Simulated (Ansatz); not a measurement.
Born–Oppenheimer molecular dynamics of C$_{2}$H$_{5}$Mg (8 atoms, charge 0, multiplicity 2). It starts from a relaxed structure.

Theory: Ansatz 0.2.0, UKS PBE/STO-3G.

```yaml
ensemble: NVT, Nosé–Hoover chain
time_step: 1 fs
steps_asked: 266
set_temperature: 500 K
thermostat: time constant 100 fs, chain length 3 (defaults)
seed: 9690
```

First frame:

```xyz
8
Properties=species:S:1:pos:R:3
C -1.251 1.185 -1.391
Mg -0.135 0.131 -0.167
C 0.997 -0.938 1.074
H -2.041 0.781 -2.058
H -1.198 2.284 -1.534
H 1.350 -0.352 1.942
H 1.905 -1.338 0.587
H 0.465 -1.811 1.492
```

(1) How far do the bonds stretch over the last three quarters of this one trajectory? (Pairs bonded in most of those frames.)

Answers

(1) 
```csv
bond,mean (Å),spread (Å),shortest,longest
C1–Mg2,1.967,0.038,1.90,2.04
C1–H4,1.116,0.023,1.08,1.16
C1–H5,1.116,0.026,1.07,1.17
Mg2–C3,1.994,0.037,1.93,2.05
C3–H6,1.112,0.045,1.04,1.19
C3–H7,1.108,0.029,1.05,1.16
C3–H8,1.107,0.019,1.07,1.14
```

Mean temperature of the second half: 442 K. The conserved energy stayed within 2 meV per atom of its start (net change 1.2 meV per atom), so the integration is sound. The mean temperature of the second half is 12 % below the set value. A run of 0.27 ps of so small a system gives no equilibrium averages. Limits of this set-up: minimal basis.

Time of the run: 3.1 min on 1 thread of Intel(R) Xeon(R) 6975P-C (Granite Rapids), with other jobs on the host, peak memory 0.11 GiB.
